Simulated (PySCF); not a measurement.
Shifts of the heteroatoms

Atom-mapped SMILES (the numbers label the heavy atoms): `[NH2:1][c:2]1[cH:3][cH:4][cH:5][o:6]1`; H(Xn) means a hydrogen on atom n.

PySCF 2.14 calculation with couplings computed with B3LYP/pcJ-1 (spin–dipole term only in couplings to heteroatoms), coordinates at the GFN2-xTB level and σ from GIAO-PBE0/pcSseg-1; isolated molecule, non-relativistic, a single conformation, one averaged value for each set of equivalent atoms.

**Question.** Predict the 15N NMR data.

**Answer.** 
| atoms | environment | σ (ppm) | δ (ppm) |
| --- | --- | --- | --- |
| N1 | aniline-type nitrogen | 202.3 | -334.4 |

Shieldings were converted by a linear fit to measured shifts: 15N: δ = -148.07 − 0.921σ (rms 6.3 ppm, 71 shifts vs CH3NO2, solution or neat liquid). A few per cent of atoms miss by over 2 rms, more outside the fitted compound classes. Couplings are scaled by factors fitted to measured values: 3J(H,H) × 0.92 (rms 0.5 Hz); all others are unscaled and can be 10–30 % off.

Couplings (the largest are listed; each averaged over equivalent pairs): 1J(N1,C2) = -15.8 Hz, 2J(N1,C3) = -5.1 Hz, 2J(N1,O6) = 5.0 Hz, 3J(N1,C5) = -1.8 Hz. Signs are for 15N, whose magnetogyric ratio is negative.

On a 600 MHz spectrometer 15N resonates near 60.8 MHz, so 1 ppm is 60.8 Hz.

**Question.** What are the 17O shifts?

**Answer.** 
```tsv
atoms	environment	σ (ppm)	δ (ppm)
O6	aromatic ring oxygen	59.8	212.2
```

Shieldings were converted by a linear fit to measured shifts: 17O (scatter 10.7 ppm rms, 12.2 ppm with the 3 outliers that the fit left out vs liquid water, solution or neat liquid). Occasional misses reach two or three times the rms, and more in compound classes unlike the fitted ones. Couplings are scaled by factors fitted to measured values: 3J(H,H) × 0.92 (rms 0.5 Hz); all others are unscaled and can be 10–30 % off.

Couplings (the largest are listed; each averaged over equivalent pairs; quadrupolar broadening usually hides them): 1J(C5,O6) = 23.2 Hz, 1J(C2,O6) = 20.8 Hz, 2J(O6,H(C5)) = -22.3 Hz, 2J(N1,O6) = 5.0 Hz, 2J(C4,O6) = 1.5 Hz, 3J(O6,H(C4)) = -3.0 Hz, 3J(O6,H(C3)) = -2.7 Hz.

On a 600 MHz spectrometer 17O resonates near 81.3 MHz, so 1 ppm is 81.3 Hz.
